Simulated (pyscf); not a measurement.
Single points on ωB97X-D3(BJ)/def2-SVP structures (PySCF, gas phase).

### Question
Estimate the classical barrier height and the reaction energy of •O–OH + ethyl (•H₂C–CH₃) -> ethanol (H₃C–CH₂–OH) + O atom (O) [triplet] at ωB97M-D3(BJ)/def2-TZVP. The step runs on the triplet surface, breaks O–O and forms C–O; take the separated reactants as zero.

### Answer
ΔE‡ = 1.02 eV, ΔE = -1.26 eV. Zero-point energy shifts the barrier by +0.08 eV. It is a substitution at O, with an imaginary mode of 1150i cm⁻¹. On the reactant side the descent ends in a complex, 0.26 eV under the separated species and 1.34 eV under the saddle at ωB97X-D3(BJ)/def2-TZVP. •O–OH + •H₂C–CH₃ also meet on a surface of lower spin, which isn't treated here. This is the saddle that the search found; another between the same sides may lie lower. The angle at the attacked O is 168°. Left out: the spin-orbit lowering of O.
